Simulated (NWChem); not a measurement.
How the cost of wB97X grows with the basis: C4H8O (butyraldehyde)

C4H8O: 13 atoms, total charge 0, spin state singlet. SMILES: `CCCC=O`. The shape is that of a PBE0-D4/def2-TZVP optimisation. This is one conformer, not always the lowest.

wB97X (spherical functions), energy, NWChem 7.3.0, on 1 thread of AMD EPYC 7R43 (Zen 3), shared host. N is the number of basis functions, t the processor time.

| basis | N | t (s) | ln N | ln t |
| --- | --- | --- | --- | --- |
| STO-3G | 33 | 13 | 3.497 | 2.565 |
| 6-31G | 61 | 37 | 4.111 | 3.611 |
| 6-31G(d,p) | 110 | ? | 4.700 | ? |
| 6-311G(d,p) | 138 | 230 | 4.927 | 5.438 |

Fit t = C·Nᵖ to the known rows and estimate the time in 6-31G(d,p).


1. Means of the 3 rows: ln N = 4.17833, ln t = 3.8713.
2. Σ(Δln N)² = 1.0293, Σ(Δln N·Δln t) = 2.0805, so the slope is 2.0805/1.0293 = 2.0213.
3. Intercept: 3.8713 − (2.0213) × 4.17833 = -4.5744. The largest residual of the fit is 0.124.
4. ln t = -4.5744 + 2.0213 × 4.700, so t ≈ 140 s.

The run took 110 s, so the estimate is too long by a factor of about 1.3. The fitted power is 2.0, with the electron count fixed. SCF iterations also vary, from 8 to 11.
